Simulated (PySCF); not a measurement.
Zinc-blende AlN (metastable phase): correlation energy from several methods in one and the same small orbital space (PySCF; 2 atoms at the zone centre, 8 electrons in 21 orbitals, empty ones MP2 natural orbitals of a TZ basis, lattice constant set to 4.599 Å). Its volume lies 16 % above that of the crystal's usual cell. It tests the methods against each other and lies far from the crystal's limit.

Full CI gives -2.9819 eV per atom.

Question: What share of it do MP2, CCSD, CCSD(T), CCSDT, CCSDT(Q) recover?

Answer: MP2 82.2 %; CCSD 97.4 %; CCSD(T) 99.2 %; CCSDT 99.5 %; CCSDT(Q) 99.9 %.

```json
[
 {"method": "MP2", "E_corr (eV per atom)": "-2.4522", "share of full CI (%)": "82.2", "error (meV)": "530"},
 {"method": "CCSD", "E_corr (eV per atom)": "-2.9057", "share of full CI (%)": "97.4", "error (meV)": "76"},
 {"method": "CCSD(T)", "E_corr (eV per atom)": "-2.9589", "share of full CI (%)": "99.2", "error (meV)": "23"},
 {"method": "CCSDT", "E_corr (eV per atom)": "-2.9675", "share of full CI (%)": "99.5", "error (meV)": "14"},
 {"method": "CCSDT(Q)", "E_corr (eV per atom)": "-2.9797", "share of full CI (%)": "99.9", "error (meV)": "2"},
 {"method": "full CI", "E_corr (eV per atom)": "-2.9819", "share of full CI (%)": "100.0", "error (meV)": "0"}
]
```

The Hartree–Fock determinant has a weight of 0.87 in the full CI state.

MP2, (T) and (Q) use filled levels shifted down by the Madelung term, which in so small a cell is a large part of the gap, so these rows hang on it.
